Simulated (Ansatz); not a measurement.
Calculated with Ansatz (gas phase, PBE0-D4/def2-TZVP geometries, no zero-point term in ΔE). CBS: MP2 limit from def2 TZ/QZ plus the TZ coupled-cluster correction, frozen cores. Functionals use def2-TZVPP. B3LYP here is the variant with VWN-RPA as its local correlation; programs differ in this.

`C=C1C=CCC=C1` → `C1=CC=CCC=C1`  (isomerisation)

```
         level  ΔE (kcal/mol)
         B3LYP            4.6
MP2/def2-QZVPP            1.4
```

Q: What does CCSD(T)/CBS give? (Estimate.)

A: The calculation gave: +3.9 kcal/mol. The listed levels differ from it by 0.7, -2.5 kcal/mol.

Largest T1 diagnostic among the species: 0.011.

The D4 term adds −0.7 kcal/mol with B3LYP and −0.4 kcal/mol with PBE0; it sums over pairs of atoms, weighted by their polarisabilities, and B3LYP, whose exchange is more repulsive, gets the larger term. At CCSD(T), def2-SVP lies −0.8 kcal/mol from the extrapolated value and def2-TZVPP +0.1 kcal/mol.
